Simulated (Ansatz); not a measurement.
# One elementary step

Start structure (BN$_{2}$H$_{9}$, singlet), relaxed at PBE0-D4/def2-TZVP:

```
12
angstrom
B -1.1960 -0.2506 -0.8059
H -0.4577 -1.0896 -1.2894
H -2.3686 -0.5273 -0.9439
H -0.9322 0.8732 -1.1934
H 0.1220 -0.0153 0.9097
N -0.8775 -0.2518 0.7854
H 1.4596 0.3831 -0.7184
N 1.8649 0.4424 0.2119
H -1.0570 -1.1600 1.1990
H -1.4432 0.4307 1.2777
H 2.2466 1.3742 0.3183
H 2.6392 -0.2090 0.2490
```

The step: BH₃ + NH₃ + NH₃ → BNH₄ ([BH2][NH2]) + NH₃ + H₂; bonds formed: H2–H7, H5–N8; dative contacts that become bonds: B1–N6; bonds broken: B1–H2, H5–N6, H7–N8. Computed with Ansatz 0.2.0 (basis: def2-TZVPP and def2-QZVPP); correlated methods freeze the cores. Extrapolation: Hartree–Fock as exp(−7.88 √X), correlation as X^−2.97. Energies below are by CCSD(T) at an estimated basis limit (MP2 extrapolated from triple and quadruple zeta, plus CCSD(T) − MP2 in triple zeta).

(1) What are the electronic barrier and the energy of the step, from the start structure to the end structure? (An estimate is asked for; the value comes from the calculation.)

No T1 diagnostic of these runs exceeds 0.012.

Answers

(1) Computed: Barrier 34.63 kcal/mol; step energy 4.13 kcal/mol (uphill); reverse barrier, their difference, 30.50 kcal/mol. Barrier and step energy count from the start structure, the reverse barrier from the end structure.

The saddle point: One imaginary mode of 723i cm⁻¹.
```csv
pair,start (Å),saddle (Å),end (Å)
B1–N6,1.62,1.52,1.38
H2–H7,2.48,0.97,0.75
H5–N8,1.93,1.04,1.01
B1–H2,1.22,1.35,4.14
H5–N6,1.03,1.91,3.43
H7–N8,1.02,1.36,3.24
```

Zero-point energy (harmonic, PBE0-D4): ZPE is 67.47 kcal/mol at the start and 63.73 kcal/mol at the saddle, so the barrier goes from 34.63 to 30.89 kcal/mol.

First-order rate constant out of the start structure at 498 K by transition-state theory, with harmonic vibrational free energies alone and no tunnelling: ΔA‡ = 33.05 kcal/mol, so k = (kB T/h) exp(−ΔA‡/kB T) ≈ 10^-1 s⁻¹ (an order of magnitude at best: rotation, the number of equivalent paths and anharmonicity are left out).

The step is the kind of exchange with an N–H group that builds nitride films in atomic layer and chemical vapour deposition.

Labels in which every atom is bracketed show which atoms are joined, not bond orders.

For scale, one of the runs: CCSD(T)/def2-TZVPP, 219 basis functions, launched by `ansatz run in.yaml --threads 4 --pin off --events-out ev --progress --plain --max-ram 9574MiB`. The run took 45 s on 4 CPU threads of an Arm Neoverse V1 (shared host), with 3.5 GiB of host memory at its peak.
